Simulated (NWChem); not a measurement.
# formamide (CH₃NO); SMILES NC=O

```xyz
6

N     -0.1774     1.0773     0.0000
C      0.3851    -0.1549     0.0000
O     -0.2212    -1.1978     0.0000
H     -1.1870     1.1589     0.0000
H      0.3853     1.9157     0.0000
H      1.5029    -0.1038     0.0000
```
Atoms are numbered in this order, from 1.

Program: NWChem. Medium grid unless said otherwise, to which SCAN and Minnesota functionals are sensitive. Structure relaxed at the PBE0/def2-SVP level. Level r2SCAN/def2-SVPD: single points from the atomic guess with DIIS by default; each run changes one setting, and all converged runs end within 0.3 mHa of each other.

Which setting needs the most SCF iterations, or fails (no DIIS, 40 % damping; DIIS on 20 Fock matrices; occupation smearing of 0.005 Ha; no level shifting; level shift of 0.5 Ha throughout; defaults)?

no DIIS, 40 % damping, which doesn't converge.
| setting | SCF iterations |
|---|---|
| defaults | 9 |
| no level shifting | 9 |
| level shift of 0.5 Ha throughout | 18 |
| DIIS on 20 Fock matrices | 8 |
| occupation smearing of 0.005 Ha | 9 |
| no DIIS, 40 % damping | not converged in 200 |
